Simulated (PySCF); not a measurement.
**How methods differ on the ionisation energy of Si**

Si [Ne] 3s2 3p2 (3P) → Si⁺ [Ne] 3s2 3p1 (2P), as a difference of total energies. Calculation: PySCF 2.14, in aug-cc-pV(T+d)Z; no relativity, point nucleus. Correlated levels: valence: [Ne] frozen. The calculations carry no spin-orbit coupling.

```csv
method,ionisation energy (eV),error (eV)
UHF,7.639,-0.518
LDA,8.240,+0.083
PBE,8.199,+0.042
PBE0,8.220,+0.063
r2SCAN,8.324,+0.167
PW91,8.235,+0.078
M06-L,8.045,-0.112
wB97M-V,7.920,-0.237
LC-wPBE,8.305,+0.148
MP2 (valence),8.052,-0.105
SCS-MP2 (valence),7.964,-0.193
```

Reference: 8.157 eV (measured; NIST levels, between the centres of gravity of the two terms).

Errors of the correlated levels include the incompleteness of this basis and the frozen core.
